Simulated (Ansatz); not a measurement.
## Rock-salt MgS

Calculation: revPBE in Ansatz (plane waves, PAW).

Settings: plane-wave cutoff 520 eV, 12×12×12 k mesh, Fermi–Dirac smearing 0.01 eV, scalar-relativistic PAW data made under PBE.

Cell: relaxed at this level.

```json
{
  "equilibrium_volume_per_atom": "18.29 Å³/atom",
  "bulk_modulus": "70.1 GPa",
  "lattice_parameter_a": "5.270 Å",
  "band_gap": "2.84 eV (indirect)",
  "smallest_direct_gap_on_the_k_points_sampled": "3.56 eV",
  "width_of_the_whole_s_p_valence_band": "12.44 eV",
  "pressure derivative B′ of the bulk modulus": "4.1"
}
```

Measured, for comparison: equilibrium volume per atom 17.45 Å³/atom, bulk modulus 81 GPa, lattice constant a 5.188 Å (corrected for zero-point motion; as tabulated in Goldzak et al. (2022), arXiv:2208.04865). Computed (rounded) less measured: equilibrium volume per atom +4.8 %, bulk modulus -13 %, lattice constant a +1.6 %.

Cost on a shared machine: very roughly 28 core-seconds.

Ansatz is a quantum-chemistry and plane-wave program.
